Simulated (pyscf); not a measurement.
H₂N–SiH(F)–F (SMILES N[SiH](F)F) + H• (SMILES [H]) -> F–SiH•–F (SMILES F[SiH]F) + NH₃ (SMILES N) (substitution at N; doublet surface; N–Si broken, H–N formed). Structures and frequencies: ωB97X-D3(BJ)/def2-SVP in PySCF. Energies in kcal/mol from the separated reactants.

| level | barrier | reaction energy |
|---|---|---|
| PBE/def2-TZVP | 10.5 | +1.8 |
| r²SCAN/def2-TZVP | (withheld) | (withheld) |
| B3LYP-D3(BJ)/def2-TZVP | 14.9 | +3.0 |
| M06-2X/def2-TZVP | 22.1 | +7.4 |
| ωB97M-D3(BJ)/def2-TZVP | (withheld) | +7.2 |
| HF/def2-TZVP | 41.2 | +9.9 |

Q: Fill in the missing entries.

A: 
- r²SCAN/def2-TZVP, barrier: 12.7
- r²SCAN/def2-TZVP, reaction energy: +3.8
- ωB97M-D3(BJ)/def2-TZVP, barrier: 21.5

The functionals in the table span 11.6 kcal/mol in this barrier, from PBE to M06-2X. On the product side the descent ends in an adduct with a N–Si contact, 10.7 kcal/mol under the separated species and 26.7 kcal/mol under the saddle at ωB97X-D3(BJ)/def2-TZVP. What is counted as broken (N–Si) persists as a longer contact in the product adduct; parting that adduct is a step of its own. At ωB97X-D3(BJ) the barrier from the zero used here is 23.9 kcal/mol. Abstraction by the radical was not located in this set and often lies lower. This is the saddle that the search found; another between the same sides may lie lower. The angle at the attacked N is 130°.
